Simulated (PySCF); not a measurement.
# F2H3P: the cost of one run

Programs: PySCF 2.14.0. All values are calculated, for the isolated system unless a continuum is named. Atoms count from 0, parts from 1.

### 1 The system as given

6 atoms, charge 0, multiplicity 1; geometry: GFN2-xTB. Parts: 1 = atoms 0–3, `FP`, charge 0; 2 = atoms 4–5, `F`, charge 0.

### 2 Optimising the geometry at PBE0-D3(BJ)/def2-SVPD

Job settings and geometry (Å):

```
{"job": {"xc": "PBE0", "basis": "def2-SVPD", "d3": "d3bj", "grid": 2, "kind": "geom", "shake": 0.01}, "charge": 0, "multiplicity": 1, "parts": [{"atoms": "0-3", "charge": 0, "multiplicity": 1}, {"atoms": "4-5", "charge": 0, "multiplicity": 1}]}
F      1.393121    -0.559815    -0.011466
P     -0.084456    -0.193295     0.689618
H     -0.827550    -0.632175    -0.436840
H     -0.047544     1.135213     0.224126
F      1.890114     1.145010     2.028311
H      2.439920     0.542751     1.591293
```

Run with:

```
$ OMP_NUM_THREADS=1 python cluster_run.py task.json out
```

One launch serves the whole session: the jobs run in the order shown.

**Question.** How long does this first job take on 1 thread of Intel Xeon Platinum 8259CL at 2.50GHz, shared host, and how much memory does it need?

About 30 s, with a peak of 0.42 GiB.
